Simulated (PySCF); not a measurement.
Species: C4H3S (doublet state).
SMILES with atom numbers: `[H]/[C:1]=[CH:2]\[CH:3]=[C:4]=[S:5]` (hydrogens: H6 on C1; H7 on C2; H8 on C3)

Structure used (GFN2-xTB), in Å, numbered top down from 1:
```xyz
8
C4H3S angstrom
C     -1.6761    0.8891   -0.2741
C     -0.5709    0.2773   -0.5261
C      0.4037   -0.1829    0.5013
C      1.4995   -0.7982    0.1706
S      2.7686   -1.5212   -0.3804
H     -2.2959    1.2743    0.4967
H     -0.2690    0.0493   -1.5396
H      0.1492    0.0218    1.5270
```

The hyperfine couplings belong to this conformer and change with its torsions.

Computed, not measured: PySCF 2.14.0, UKS B3LYP, pcH-1 on C H S, non-relativistic, mean-field spin-orbit, GIAO. One conformer (not necessarily the lowest) at the GFN2-xTB geometry, without solvent, vibrations or thermal averaging. A GFN2-xTB geometry isn't a minimum of the functional, and hyperfine couplings can be far from their values at a DFT geometry. The SCF solution wasn't tested for stability.

Q: Break the g tensor into its mass correction, gauge correction and orbital-Zeeman/spin–orbit terms.

A: 
```json
{"Δg (ppm)": "relativistic mass correction", "1": "-148", "2": "-148", "3": "-148"}
{"Δg (ppm)": "gauge correction", "1": "21", "2": "21", "3": "-15"}
{"Δg (ppm)": "orbital Zeeman/spin–orbit", "1": "-209", "2": "51", "3": "844"}
{"Δg (ppm)": "total", "1": "-336", "2": "-76", "3": "681"}
```

So g = 2.00198, 2.00224, 2.00300 and g_iso = 2.00241; the tensor is rhombic: the two nearest values differ by 26 % of g3 − g1. Axes: g1 points within 8° of the C2–H7 bond and g3 is normal to the molecular plane.

Q: Average each term over the three axes. Which is largest in size?

A: The orbital-Zeeman/spin–orbit term 229, the mass correction -148 and the gauge correction 9 ppm, for a total of 90 ppm. The orbital-Zeeman/spin–orbit term is the largest in size. The mass correction is the same along every axis, so the anisotropy comes from the other two: their spans along these axes are 36 (gauge) and 1053 ppm (orbital Zeeman/spin–orbit).

Q: At 9.588 GHz, how far is the centre of the isotropic spectrum from where a free electron (g = 2.002319) resonates?

A: B = hν/(g μB) with μB/h = 13.99624 MHz/mT gives 342.12 mT for the free electron and 342.11 mT at g_iso, 0.02 mT lower.

Q: In a frozen sample, at which fields do the three g values resonate at 9.5, 34, 94 and 263 GHz (hyperfine left aside), and which band first spreads them over more than twice a line width of 0.5 mT?

A: 
```csv
band,GHz,B(g3) mT,B(g2) mT,B(g1) mT,spread mT
X,9.5,338.87,339.00,339.04,0.17
Q,34.0,1212.79,1213.25,1213.41,0.62
W,94.0,3353.01,3354.28,3354.72,1.70
J,263.0,9381.31,9384.85,9386.07,4.76
```

The spread grows in proportion to the frequency. W band is the first where it exceeds 1.0 mT.

The Mulliken spin populations are largest on C1 (+1.06), C2 (-0.17) and C3 (+0.09). No atom but C1 exceeds +0.15. The positive populations add up to 1.20 and the negative ones to -0.20, together 2S = 1.

The HOMO–LUMO gaps are 3.67 eV among the α and 3.17 eV among the β orbitals.
